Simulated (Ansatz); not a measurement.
Corundum (α-Al2O3), treated with G0W0@PBE (plane waves, hard PAW, contour deformation; Ansatz, an electronic-structure program).

The cell has the measured lattice parameters. Conventional cell: a = 4.7589 Å, b = 4.7589 Å, c = 12.9910 Å, α = 90.00°, β = 90.00°, γ = 120.00°.

The quasiparticle gap at Γ at a fixed k mesh 2×2×2:

```json
[
 {"response cutoff": "150 eV, 651 empty bands", "value (eV)": "8.913"},
 {"response cutoff": "200 eV, 1002 empty bands", "value (eV)": "9.014"},
 {"response cutoff": "250 eV, 1400 empty bands", "value (eV)": "9.072"},
 {"response cutoff": "300 eV, 1841 empty bands", "value (eV)": "9.102"}
]
```

### Question
Taking the value to converge with the response cutoff E as E^(−3/2), extrapolate from the last two rows.

### Answer
With y = y∞ + c/w and weights w = 3953 and 5196 for the last two rows, y∞ = (w2 y2 − w1 y1)/(w2 − w1) = (5196 × 9.102 − 3953 × 9.072)/1243 = 9.197 eV, which lies 0.095 beyond the last row. Successive pairs of rows give 9.201, 9.218, 9.197. The limit also hangs on the law assumed, so its last digits aren't firm.

The other settings are not extrapolated, so this is the limit in one setting alone.
